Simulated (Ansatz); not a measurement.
# Antifluorite Mg2Ge

The numbers are results of LDA (PAW; Ansatz, an electronic-structure program), not measurements.

Numerical settings: plane-wave cutoff 500 eV, 12×12×12 k mesh, Fermi–Dirac smearing 0.05 eV, scalar-relativistic PAW data made under PBE.

Cell (relaxed at this level):

```
CELL_PARAMETERS angstrom
      0.00000     3.14374     3.14374
      3.14374     0.00000     3.14374
      3.14374     3.14374     0.00000
ATOMIC_POSITIONS crystal
  Mg 0.25000 0.25000 0.25000
  Mg 0.75000 0.75000 0.75000
  Ge 0.00000 0.00000 0.00000
```

For antifluorite Mg2Ge, the band gap is 0.10 eV (under three smearing widths, so not firm).

Measured, for comparison: band gap 0.74 eV (temperature not stated, not corrected to a static lattice, indirect, Γ–X; as tabulated in Ryu et al. (2019), arXiv:1905.06140).

Spin–orbit coupling is not included.

The computed numbers hold no vibrational or temperature effects.

It cost about 22 core-seconds (a rough figure) of CPU time.
